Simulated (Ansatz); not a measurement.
**Computed properties of Ge**

```
CELL_PARAMETERS angstrom
0.00000 2.88070 2.88070
2.88070 0.00000 2.88070
2.88070 2.88070 0.00000
ATOMIC_POSITIONS crystal
Ge 0.00000 0.00000 0.00000
Ge 0.25000 0.25000 0.25000
```

Atom numbers follow the list: Ge1, Ge2.

The structure comes from a relaxation in the same program, started in the diamond type, and has space group Fd-3m. Whether it is a known phase or the ground state wasn't checked.

The calculation used Ansatz 0.2.0, DFT, PBE, all-electron LAPW, scalar-relativistic.

Numerical set-up: a Γ-centred 11×11×11 k mesh, Fermi–Dirac smearing of 0.05 eV, basis error target 0.25 meV/atom, no spin polarisation.

```
Band gap                                          : none at this level of theory (metallic, semimetallic, or a small gap that the functional closes)
Density of states at the Fermi level (0.2 eV bin) : 0.01 states/eV per cell
Volume per atom                                   : 23.91 Å³
Pressure at this cell                             : 0.0 kbar
```
